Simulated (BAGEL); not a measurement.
**CH4Si (SMILES C[SiH]) at HF/STO-3G (density fitting with qzvpp-jkfit)**

What is the energy change on altering one bond length of CH4Si at HF/STO-3G (density fitting with qzvpp-jkfit)? 

The results are computed with BAGEL 1.2.2.

2 further runs of the same task are left out: 2 set aside as unsound or not needed.

### Step 1. The system as given

CH4Si: 6 atoms, total charge 0, spin state singlet. SMILES: `C[SiH]`. The coordinates come from a PBE0-D4/def2-TZVP relaxation.

Bond lengths: C1–Si2 1.892 Å, C1–H3 1.098 Å, C1–H4 1.091 Å, C1–H5 1.098 Å, Si2–H6 1.531 Å. Angles: C1–Si2–H6 94.2°, Si2–C1–H3 109.7°, Si2–C1–H4 113.8°, Si2–C1–H5 109.5°, H3–C1–H4 109.0°, H3–C1–H5 105.5°, H4–C1–H5 109.0°.

### Step 2. The energy at HF/STO-3G (density fitting with qzvpp-jkfit)

calc.json

```json
{ "bagel" : [

{
  "title" : "molecule",
  "basis" : "sto-3g",
  "df_basis" : "qzvpp-jkfit",
  "angstrom" : "true",
  "geometry" : [
    { "atom" : "C", "xyz" : [      -0.093500,      -0.366000,      -0.370300 ] },
    { "atom" : "Si", "xyz" : [       0.917300,       0.209800,       1.122300 ] },
    { "atom" : "H", "xyz" : [      -1.156900,      -0.410100,      -0.102200 ] },
    { "atom" : "H", "xyz" : [       0.215000,      -1.335600,      -0.763000 ] },
    { "atom" : "H", "xyz" : [      -0.024000,       0.382000,      -1.170800 ] },
    { "atom" : "H", "xyz" : [       0.142200,       1.520000,       1.284000 ] }
  ]
},

{ "title" : "hf" },

{ "title" : "print", "file" : "orbitals.molden", "orbitals" : "true" }

]}
```

Command:

```sh
BAGEL_NUM_THREADS=1 BAGEL calc.json > calc.out
```

The program printed:

```text
* using 1 threads per process

  ===============================================================
  ===============================================================

  *** Geometry ***

  { "atom" : "C", "xyz" : [     -0.176689,     -0.691640,     -0.699766 ] },
  { "atom" : "Si", "xyz" : [      1.733446,      0.396465,      2.120840 ] },
  { "atom" : "H", "xyz" : [     -2.186224,     -0.774977,     -0.193130 ] },
  { "atom" : "H", "xyz" : [      0.406291,     -2.523918,     -1.441861 ] },
  { "atom" : "H", "xyz" : [     -0.045353,      0.721875,     -2.212491 ] },
  { "atom" : "H", "xyz" : [      0.268719,      2.872384,      2.426408 ] },

  Number of auxiliary basis functions:      275

  Since a DF basis is specified, we compute 2- and 3-index integrals:
    o Being stored without compression. Storage requirement is 0.001 GB

  Number of basis functions:       18
  Number of electrons      :       24

    * METHOD: MOLECULE                             0.04

  *** RHF ***

  === Nuclear Repulsion ===
    48.6036936582

      * DIIS with orbital gradients will be used.

  === RHF iteration (sto-3g) ===
      0       -325.25229919          0.00753711           0.00
      1       -325.26330316          0.00192504           0.00
      2       -325.26398417          0.00040863           0.00
      3       -325.26401584          0.00007292           0.00
      4       -325.26401679          0.00001429           0.00
      5       -325.26401685          0.00000171           0.00
      6       -325.26401685          0.00000017           0.00
      7       -325.26401685          0.00000003           0.00
      8       -325.26401685          0.00000001           0.00
    * SCF iteration converged.

    * Permanent dipole moment:
           (   -0.045165,     0.022220,    -0.030667) a.u.

    * METHOD: HF                                   0.05

    * METHOD: PRINT                                0.00

  ===============================================================
```

It took 0.24 s on 1 thread of Arm Neoverse V2, shared host.

### Step 3. The distorted shape

hf.json

```json
{ "bagel": [

{
  "title": "molecule",
  "basis": "sto-3g",
  "df_basis": "qzvpp-jkfit",
  "angstrom": true,
  "geometry": [
    { "atom": "C", "xyz": [       1.182545,      -0.313081,      -0.692011 ] },
    { "atom": "Si", "xyz": [       2.193345,       0.262719,       0.800589 ] },
    { "atom": "H", "xyz": [      -1.156900,      -0.410100,      -0.102200 ] },
    { "atom": "H", "xyz": [       1.491045,      -1.282681,      -1.084711 ] },
    { "atom": "H", "xyz": [       1.252045,       0.434919,      -1.492511 ] },
    { "atom": "H", "xyz": [       1.418245,       1.572919,       0.962289 ] }
  ]
},

{ "title": "hf" },

{ "title": "print", "file": "orbitals.molden", "orbitals": true }

]}
```

Command:

```sh
BAGEL_NUM_THREADS=1 BAGEL hf.json > hf.out
```

The program printed:

```text
* using 1 threads per process

  ===============================================================
  ===============================================================

  *** Geometry ***

  { "atom" : "C", "xyz" : [      2.234686,     -0.591637,     -1.307711 ] },
  { "atom" : "Si", "xyz" : [      4.144821,      0.496467,      1.512894 ] },
  { "atom" : "H", "xyz" : [     -2.186224,     -0.774977,     -0.193130 ] },
  { "atom" : "H", "xyz" : [      2.817667,     -2.423916,     -2.049807 ] },
  { "atom" : "H", "xyz" : [      2.366022,      0.821878,     -2.820437 ] },
  { "atom" : "H", "xyz" : [      2.680095,      2.972386,      1.818463 ] },

  Number of auxiliary basis functions:      275

  Since a DF basis is specified, we compute 2- and 3-index integrals:
    o Being stored without compression. Storage requirement is 0.001 GB

  Number of basis functions:       18
  Number of electrons      :       24

    * METHOD: MOLECULE                             0.04

  *** RHF ***

  === Nuclear Repulsion ===
    45.8637882137

      * DIIS with orbital gradients will be used.

  === RHF iteration (sto-3g) ===
      0       -324.82611123          0.02287719           0.00
      1       -324.87974575          0.02186071           0.00
      2       -324.94326338          0.00416369           0.00
      3       -324.94666347          0.00194919           0.00
      4       -324.94806723          0.00074380           0.00
      5       -324.94825631          0.00022112           0.00
      6       -324.94826803          0.00005160           0.00
      7       -324.94826876          0.00001617           0.00
      8       -324.94826886          0.00000430           0.00
      9       -324.94826886          0.00000160           0.00
     10       -324.94826886          0.00000066           0.00
     11       -324.94826886          0.00000024           0.00
     12       -324.94826886          0.00000011           0.00
     13       -324.94826886          0.00000002           0.00
     14       -324.94826886          0.00000001           0.00
    * SCF iteration converged.

    * Permanent dipole moment:
           (   -0.614107,    -0.020712,     0.025992) a.u.

    * METHOD: HF                                   0.06

    * METHOD: PRINT                                0.00

  ===============================================================
```

Wall time 0.26 s (1 thread of Arm Neoverse V2, shared host).

### Step 4. What came out

At HF/STO-3G (density fitting with qzvpp-jkfit):

| quantity | value |
| --- | --- |
| first shape: total energy | -325.26402 Eh |
| first shape: dipole moment | 0.15 D |
| first shape: HOMO energy | -6.03 eV |
| first shape: LUMO energy | 6.15 eV |
| first shape: HOMO–LUMO gap | 12.19 eV |
| distorted shape: total energy | -324.94827 Eh |
| distorted shape: dipole moment | 1.56 D |
| distorted shape: HOMO energy | -5.10 eV |
| distorted shape: LUMO energy | 3.30 eV |
| distorted shape: HOMO–LUMO gap | 8.40 eV |
| energy change with the C1–H3 bond stretched from 1.098 to 2.415 Å | 8.592 eV |

**Reading.** One bond (distorted shape) is far stretched, which a spin-restricted single reference describes badly; a broken-symmetry solution may lie lower. With the C1–H3 bond stretched from 1.098 to 2.415 Å the energy rises by 8.59 eV (829 kJ/mol). The first shape isn't relaxed at this level, so the change isn't measured from a minimum. A restricted reference can't describe the breaking bond well at this length. The minimal basis adds a large error of its own.
